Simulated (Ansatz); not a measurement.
Reaction: HOCl (SMILES OCl) → HO (SMILES [OH], doublet) + Cl (doublet) (the Cl-O bond breaks)
Each species at its own B3LYP-D3(BJ)/def2-TZVP minimum (Ansatz, a first-principles code).

Property: bond dissociation energy (electronic), in kcal/mol. UHF or UKS for unpaired electrons; spin-orbit terms are left out. CBS(X,Y): correlation extrapolated as X^-3, Hartree-Fock from the larger set (Q,5: extrapolated as (X+1)exp(-9√X)). A bracket is a step between two methods taken in the basis named. Functionals run without relativity, which enters their misses. Double hybrids freeze cores in their MP2 part. '+ core + X2C': CCSD(T) terms for core correlation (cc-pwCVTZ, 1s frozen past Ne) and scalar relativity (cc-pVTZ-DK).

CCSD(T)/CBS(cc-pV(Q+d)Z,cc-pV(5+d)Z) + [CCSDT(Q) - CCSD(T)]/cc-pV(T+d)Z + [CCSDTQ - CCSDT(Q)]/cc-pV(D+d)Z + core + X2C (Ansatz) gives 59.1 kcal/mol.

Problem. What does PBE/def2-TZVPD (Ansatz) give here, and how do the other levels compare?

Solution. PBE gives 65.2 kcal/mol, 6.1 kcal/mol above it. Differences of the others: r2SCAN/def2-TZVPD (Ansatz) -2.4; PBE0/def2-TZVPD (Ansatz) -2.2; wB97M-V/def2-TZVPD (Ansatz) -0.3; B2PLYP/def2-TZVPD (Ansatz) -3.8; CCSD(T)/CBS(cc-pV(Q+d)Z,cc-pV(5+d)Z) + core + X2C (Ansatz) -0.1 kcal/mol. Nearer than PBE: r2SCAN/def2-TZVPD, PBE0/def2-TZVPD, wB97M-V/def2-TZVPD, B2PLYP/def2-TZVPD, CCSD(T)/CBS(cc-pV(Q+d)Z,cc-pV(5+d)Z) + core + X2C.
